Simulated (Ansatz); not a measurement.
What does this script print? It uses Ansatz 0.2.0, Python API.

Script `run_scan.py`:
```python
"""Potential curve of BFH2S along one bond."""

import ansatz as az
import numpy as np

geometry_ang = [
    ("F", (-1.3056, -0.3844, -1.0407)),
    ("B", (-0.3737, -0.4569, -0.0025)),
    ("S", (1.3249, 0.2496, -0.264)),
    ("H", (-0.5769, -0.9738, 1.0119)),
    ("H", (0.9812, 1.4919, 0.2539)),
]
bfh2s = az.Crystal.molecule()
for symbol, xyz in geometry_ang:
    bfh2s = bfh2s.atom(symbol, xyz)

symbols = [site.symbol for site in bfh2s.cartesian_sites]
start = np.array([site.position_ang for site in bfh2s.cartesian_sites])
axis = (start[3] - start[1]) / np.linalg.norm(start[3] - start[1])
moving = [3]
lengths, energies = [1.018, 1.064, 1.11, 1.156, 1.203, 1.249, 1.295, 1.365], []
for length in lengths:
    xyz = start.copy()
    xyz[moving] += (length - np.linalg.norm(start[3] - start[1])) * axis
    point = az.Crystal.molecule()
    for symbol, place in zip(symbols, xyz):
        point = point.atom(symbol, place.tolist())
    setup = (
        point.calculation()
        .basis(gaussian="def2-SVP")
        .functional("PBE0")
    )
    rep = setup.run().report
    energies.append(rep["free_energy_ev"])
    print(f"r = {length:6.3f} A  E = {energies[-1]:.5f} eV  <S^2> = {abs(rep['mean_field']['state']['spin_squared']):.3f}")

# quartic fit about the minimum
fit = np.polynomial.Polynomial.fit(lengths, np.array(energies) - min(energies), 4).convert()
roots = [r.real for r in fit.deriv().roots() if abs(r.imag) < 1e-9 and fit.deriv(2)(r.real) > 0]
r_e = min(roots, key=lambda r: abs(r - lengths[int(np.argmin(energies))]))
print(f"minimum of the fit at {r_e:.4f} A, force constant {fit.deriv(2)(r_e):.2f} eV/A^2")
```

`python run_scan.py` gives:
```text
r =  1.018 A  E = -14248.47022 eV  <S^2> = 0.000
r =  1.064 A  E = -14248.74808 eV  <S^2> = 0.000
r =  1.110 A  E = -14248.92492 eV  <S^2> = 0.000
r =  1.156 A  E = -14249.02032 eV  <S^2> = 0.000
r =  1.203 A  E = -14249.05020 eV  <S^2> = 0.000
r =  1.249 A  E = -14249.02650 eV  <S^2> = 0.000
r =  1.295 A  E = -14248.96120 eV  <S^2> = 0.000
r =  1.365 A  E = -14248.80124 eV  <S^2> = 0.000
minimum of the fit at 1.2032 A, force constant 24.48 eV/A^2
```

Notes:
- Total energies depend on the basis set; only differences at equal settings carry meaning.
- The rest of the molecule is held rigid at a force-field or estimated start geometry, and the basis set is modest; single-reference methods fail as a bond breaks.
- The orbitals are restricted, so S² is zero by construction.
- Timing: 7.1 s on 1 thread of Arm Neoverse V1, on a shared host, peak memory 0.17 GiB.

(Lines on the test bed's own set-up are left out of the output.)
